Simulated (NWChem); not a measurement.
Correlation energy of Al (-1)

```xyz
1

Al     0.0000     0.0000     0.0000
```
Charge -1, spin multiplicity 3.

All runs are NWChem calculations.

Basis set: def2-SVPD. Each correlation energy counts from its own Hartree-Fock reference.

| method | correlation energy (mHa) |
|---|---|
| UMP2 | -39.1 |
| SCS-UMP2 | -41.2 |
| CCSD on ROHF | -59.7 |
| CCSD[T] on ROHF | -61.5 |
| CCSD(T) on ROHF | -61.5 |
| CCSD on UHF | -56.1 |
| CCSD[T] on UHF | -57.8 |
| CCSD(T) on UHF | -57.7 |
| CCSDT on ROHF | -62.0 |

The values span 22.9 mHa, from CCSDT on ROHF (lowest) to UMP2 (highest). 

The correlated methods keep 5 core orbitals frozen. The stability of the SCF solutions was not checked. Open-shell Hartree-Fock references start from PBE0 orbitals. No row is a measurement; the coupled-cluster row has its own basis-set and correlation limits.
